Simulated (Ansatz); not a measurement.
```xyz
10

B    -0.4863   -0.5998   -1.1979
O    -0.4756   -0.4831    0.4518
Si    0.7046    0.6302    0.9564
H    -1.3922    0.1155   -1.5528
H    -0.6084   -1.7721   -1.4373
H     0.6161   -0.1485   -1.4514
H    -1.3507   -0.4614    0.8468
H     0.5546    1.9087    0.2339
H     2.0140   -0.0103    0.7473
H     0.4239    0.8208    2.4033
```

The species carries charge 0 and has multiplicity 1.

List the CAM-B3LYP/def2-TZVPP orbital energies in eV (Ansatz 0.2.0). (An estimate is asked.)

The calculation gave: Occupied: -1802.34, -524.63, -184.45, -146.83, -102.22, -102.13, -102.12, -31.75, -19.20, -17.54, -15.51, -14.05, -12.73, -11.93, -11.55, -9.87, -9.57. Lowest empty: 0.20, 1.89, 1.97, 2.13, 2.63, 3.26, 3.77, 4.07.
